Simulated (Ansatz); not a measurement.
**C3H3F3: basis-set convergence**

Aim: see how fast density functionals converge with the basis set for C3H3F3.

Method: one geometry, several basis sets; program: Ansatz 0.2.0, Gaussian basis.

Levels to be run: PBE0-D4/def2-SVP; ωB97M-V/def2-SVP; PBE0-D4/def2-QZVPP; ωB97M-V/def2-QZVPP; the functionals' def2-TZVPP values are taken from earlier runs.

### 1 The geometry

The geometry comes from an earlier relaxation with PBE0-D4 in a triple-zeta def2 set; it is a stationary point, not always the lowest conformer.

SMILES `F/C=C(\F)CF`, 9 atoms, charge 0, spin multiplicity 1.

Atoms are counted from 1 here; the program's logs count them from 0.

Bond lengths: F1–C2 1.331 Å, C2–C3 1.321 Å, C2–H7 1.080 Å, C3–F4 1.336 Å, C3–C5 1.489 Å, C5–F6 1.372 Å, C5–H8 1.096 Å, C5–H9 1.096 Å. Angles: F1–C2–C3 121.8°, F1–C2–H7 115.4°, C3–C2–H7 122.8°, C2–C3–F4 121.8°, C2–C3–C5 125.9°, F4–C3–C5 112.3°, C3–C5–F6 110.6°, C3–C5–H8 110.0°, C3–C5–H9 110.0°, F6–C5–H8 108.8°, F6–C5–H9 108.8°, H8–C5–H9 108.5°.

### 2 PBE0-D4 in def2-SVP

The input, in.yaml:

```yaml
crystal:
  periodic: [false, false, false]
  atoms:
    - {symbol: F, position_ang: [1.670731, -1.667827, -1.018828]}
    - {symbol: C, position_ang: [1.167185, -0.601134, -0.402069]}
    - {symbol: C, position_ang: [-0.133360, -0.443137, -0.232722]}
    - {symbol: F, position_ang: [-1.014780, -1.346143, -0.670996]}
    - {symbol: C, position_ang: [-0.792685, 0.709328, 0.440678]}
    - {symbol: F, position_ang: [0.143551, 1.611632, 0.878150]}
    - {symbol: H, position_ang: [1.894101, 0.118591, -0.055116]}
    - {symbol: H, position_ang: [-1.471259, 1.213575, -0.256435]}
    - {symbol: H, position_ang: [-1.374885, 0.358714, 1.300237]}
basis:
  gaussian: {orbitals: def2-SVP}
hamiltonian: {xc: pbe0, dispersion: d4}
output: {orbitals: {seedname: orbitals}}
```

Launch:

```console
$ ansatz run in.yaml --threads 4 --pin off --events-out ev --progress --plain --max-ram 10444MiB
```

Further steps of the session: ωB97M-V in def2-SVP; PBE0-D4 in def2-QZVPP; ωB97M-V in def2-QZVPP.

**Question.** What will the summary of the whole plan be? Wanted: PBE0-D4: double and triple zeta above quadruple; ωB97M-V: double and triple zeta above quadruple.

The runs gave:

| quantity | value |
| --- | --- |
| PBE0-D4: double and triple zeta above quadruple | 14.12, 0.59 eV |
| ωB97M-V: double and triple zeta above quadruple | 14.45, 0.56 eV |

**Reading.** For PBE0-D4 the step from double to triple zeta gains 13.53 eV and the next only 0.59 eV. These are total energies; as a rule much of such shifts cancels in differences, which this series doesn't test. The LUMO of ωB97M-V is positive and keeps falling with the basis (2.79 to 1.94 eV): an unbound level that the basis holds in place.
